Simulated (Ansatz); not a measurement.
Molecule: O2, net charge 0, triplet state. 
Geometry from a B3LYP-D3(BJ)/def2-TZVP (Ansatz, a quantum-chemistry and plane-wave program) optimisation:
```xyz
2

O      0.0000     0.0000    -0.6021
O      0.0000     0.0000     0.6021
```
Charge 0, spin multiplicity 3.

**Question.** Give the harmonic wavenumbers at B3LYP-D3(BJ)/def2-TZVP (Ansatz, finite differences of forces, unscaled).

**Answer.** 1637 cm⁻¹. Zero-point energy 2.3 kcal/mol.

**Question.** From these and the geometry, give the ideal-gas thermochemistry at 298.15 K and 1 atm (rigid rotor, harmonic oscillator).

**Answer.** Point group D∞h, rotational symmetry number 2. Rotational constants 43.56, 43.56 GHz. S(trans) 36.32, S(rot) 10.47, S(vib) 0.01, S(elec, spin only) 2.18, S 49.0 cal/(mol K). H(298) - H(0) 2.08 kcal/mol; G - E(el) -10.2 kcal/mol.
